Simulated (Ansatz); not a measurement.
**BH$_{3}$S, triplet: from triple and quadruple zeta to the limit**

```xyz
5

B    -2.2810    0.0000    0.0000
H    -2.8778    1.0336    0.0000
H    -2.8778   -1.0336    0.0000
H    -0.6040    0.0000    0.0000
S     0.9690    0.0000    0.0000
```

Connectivity, by distances: BH2 ··· SH.

Ansatz 0.2.0, UHF determinant, valence electrons correlated. Energies in eV.

```json
{"set": "def2-TZVPP", "X": "3", "functions": "115", "Hartree–Fock": "-11533.4235", "MP2 correlation": "-6.6732", "CCSD(T) correlation": "-8.1652", "time": "5.5 s on 1 × NVIDIA H100 80GB HBM3 with 1 thread of AMD EPYC 7R13 Processor (Zen 3) (shared host)"}
{"set": "def2-QZVPP", "X": "4", "functions": "217", "Hartree–Fock": "-11533.7715", "MP2 correlation": "-7.2124", "CCSD(T) correlation": "-8.6522", "time": "19 s on 1 × NVIDIA H100 80GB HBM3 with 1 thread of AMD EPYC 7R13 Processor (Zen 3) (shared host)"}
```

Hartree–Fock is taken to follow E(X) = E∞ + A·exp(−7.88·√X), correlation E(X) = E∞ + B·X^−2.97.

Cautions: lower spins were not checked.

**Question.** Work out the CCSD(T) energy at the limit, and how far the shortcut misses it that extrapolates MP2 and adds CCSD(T) minus MP2 from the smaller set.

**Answer.** Hartree–Fock: E∞ = E4 + 0.1377·(E4 − E3) = -11533.8195. Correlation: E∞ = E4 + 0.7407·(E4 − E3) = -9.0129 for CCSD(T) and -7.6119 for MP2. The limit is -11542.8324 eV, 0.409 eV below def2-QZVPP. The shortcut gives a correlation energy of -7.6119 + (-1.4919) = -9.1038, 91 meV lower than the direct value.

Past Ne part of the Hartree–Fock step between the two sets comes from the cores, which don't follow the formula, so the 48 meV that it adds to the total can overshoot; that part largely cancels in differences.
